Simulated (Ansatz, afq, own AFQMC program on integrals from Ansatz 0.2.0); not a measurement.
**CH3B, singlet: a scan with AFQMC**

```yaml
atoms:
  - { symbol: B, position_ang: [0.0000, 0.0000, 0.7455] }
  - { symbol: C, position_ang: [0.0000, 0.0000, -0.6287] }
  - { symbol: H, position_ang: [0.0000, 0.0000, 1.9208] }
  - { symbol: H, position_ang: [0.0000, 0.9159, -1.2126] }
  - { symbol: H, position_ang: [0.0000, -0.9159, -1.2126] }
```

The B1–C2 distance is changed with both sides rigid. Energies in kcal/mol count from this geometry (1.374 Å) at the same level; the start stands on RHF, each point on the determinant named.

Basis cc-pVDZ. Noble-gas cores (and the filled d shells of Ga–Kr and In–Xe) are frozen. AFQMC by an in-house program on the Cholesky factors that Ansatz 0.2.0 writes for its CCSD(T) run. ph-AFQMC/CISD is guided by a CISD state made of CCSD amplitudes; releasing the constraint for a short imaginary time cuts its bias at the price of noise, slowly where states lie close. Error bars are statistical, one sigma.

Cautions, each for one point or more: CCSDT(Q) on the RHF determinant differs, so the two series follow different states; CCSDT(Q) on the UHF determinant differs, perhaps since the unrestricted series falls towards higher spin; an unrestricted solution with more broken spin lies lower, while this determinant keeps restricted orbitals; cluster runs in doubt by the program's own checks; higher spins were not checked; restricted determinant unstable towards unrestricted; strong correlation; unrestricted determinant spin contaminated; walk and cluster series may follow different spin states.

```json
{"r(B1–C2) / Å": "1.257", "det.": "RHF", "T1": "0.012", "weight": "0.90", "⟨S²⟩": "pure", "r2SCAN": "12.1", "B2PLYP": "12.6", "CCSD(T)": "15.0"}
{"r(B1–C2) / Å": "1.501", "det.": "UHF‡", "T1": "0.015", "weight": "0.88", "⟨S²⟩": "0.00", "r2SCAN": "6.5", "B2PLYP": "6.0", "CCSD(T)": "3.8"}
{"r(B1–C2) / Å": "1.931", "det.": "RHF", "T1": "0.030", "weight": "0.82", "⟨S²⟩": "pure", "r2SCAN": "73.9§", "B2PLYP": "78.8§", "CCSD(T)": "66.2"}
{"r(B1–C2) / Å": "2.588", "det.": "UHF‡¶", "T1": "0.053", "weight": "0.81", "⟨S²⟩": "1.73", "r2SCAN": "146.6§", "B2PLYP": "156.7§", "CCSD(T)": "147.9"}
{"r(B1–C2) / Å": "3.620", "det.": "RHF†", "T1": "0.010", "weight": "0.84", "⟨S²⟩": "pure", "r2SCAN": "162.8§", "B2PLYP": "162.6§", "CCSD(T)": "159.0"}
```

Problem. Estimate the curve of CCSDT(Q), counted from the same start.

Solution. 
```
r(B1–C2) / Å   det.     T1  weight  ⟨S²⟩  CCSDT(Q)  ph-AFQMC/CISD  released AFQMC
       1.257    RHF  0.012    0.90  pure      15.1     15.3 ± 0.5      14.4 ± 0.4
       1.501   UHF‡  0.015    0.88  0.00       3.7      3.4 ± 0.7      3.2 ± 0.5*
       1.931    RHF  0.030    0.82  pure      65.5     67.6 ± 0.6     65.6 ± 0.8*
       2.588  UHF‡¶  0.053    0.81  1.73     144.3    144.1 ± 0.6    142.8 ± 0.8*
       3.620   RHF†  0.010    0.84  pure     158.8    159.1 ± 0.6    158.3 ± 0.6*
```

Weight is that of the determinant in the CISD state; at the start T1 is 0.013 and the weight 0.89. ¶ marks points with a poor determinant and no full CI, where no value is sure; they don't count among the departures. An asterisk marks released energies that aren't shown to be converged. A dagger marks points whose determinant fills other symmetries than the start's, so the wave-function levels may follow another state there, or a degenerate partner. A double dagger marks points where the walks on two determinants ended up to 7.5 kcal/mol apart; the lower is shown. § marks a functional whose ⟨S²⟩ is too high by over 0.1. Largest departures from CCSDT(Q), at the points where its series has closed: CCSD(T) 0.3 kcal/mol at 3.620 (on RHF), ph-AFQMC/CISD 0.4 kcal/mol at 3.620 (on RHF) (within the noise), r2SCAN -3.0 kcal/mol at 1.257, B2PLYP -2.6 kcal/mol at 1.257. Functionals count only at points shown to share the start's state and spin. In this small basis the wave-function levels are far from their limit, so their gap to the functionals isn't the functionals' error.

A walk keeps the symmetry of its determinant, which the program's search chose and which needn't be the lowest solution, so a lower state of the same spin and another symmetry isn't excluded.
